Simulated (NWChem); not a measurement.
System: Li2; SMILES [Li][Li]

NWChem input:

```
start job
memory heap 200 mb stack 900 mb global 1100 mb
geometry units angstroms noautoz
  Li     0.000000     0.000000    -1.363455
  Li     0.000000     0.000000     1.363455
end
basis spherical
  * library def2-tzvp
end
dft
  xc b3lyp
  iterations 150
  mulliken
end
task dft energy
```

Geometry: optimised at B3LYP/6-31G* (spherical d). B3LYP is NWChem's, with the RPA form of VWN correlation.

What results follow from this input? (B3LYP/def2-TZVP.) Quantities: energy (Ha); highest occupied level (eV); orbital gap (eV).

The energy (Ha) is -15.02, the highest occupied level (eV) comes out as -3.65 and the orbital gap (eV) is 2.24.
